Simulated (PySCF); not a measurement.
Compound: nitryl fluoride, FNO2.
InChI=1S/FNO2/c1-2(3)4

Computed with PySCF 2.14.0, PBE0-D3(BJ)/def2-SVP geometry optimisation, gas phase.

Take the most abundant isotopes and a rigid rotor. 

**Question.** What are A, B and C (GHz)?

**Answer.** Ia = 37.49, Ib = 42.71, Ic = 80.20 u·Å²; 505379 MHz·u·Å²/I gives 13481, 11833 and 6301 MHz, that is A = 13.481, B = 11.833, C = 6.3014 GHz.

**Question.** What kind of rotor is it?

**Answer.** An asymmetric top. Ray's parameter κ = (2B − A − C)/(A − C) = 0.541; −1 is the prolate and +1 the oblate limit.

**Question.** Is it planar, by Δ = Ic − Ia − Ib?

**Answer.** Planar: Δ = Ic − Ia − Ib = 0.00 u·Å². For a rigid frame Δ = −2 Σ m c², so it vanishes when all atoms lie in the ab plane; here none is more than 0.01 Å from it.

The dipole components are |μa| = 0.14 D, |μb| = 0.00 D, |μc| = 0.00 D. The nuclei that the symmetry axis exchanges have no spin, so part of the rotational levels is missing.

**Question.** Estimate the classical rotational partition function at 100 K, 200 K and 500 K.

**Answer.** Point group C2v, symmetry number σ = 2; q = (√π/σ)·√((kT/h)³/(ABC)), k/h = 20836.6 MHz/K: 2660 at 100 K, 7520 at 200 K, 29700 at 500 K.

Stationary, but not proved a minimum. Constants of a rigid frame at the computed geometry: no zero-point averaging, no centrifugal distortion. Quadrupole hyperfine structure (14N) is left out.
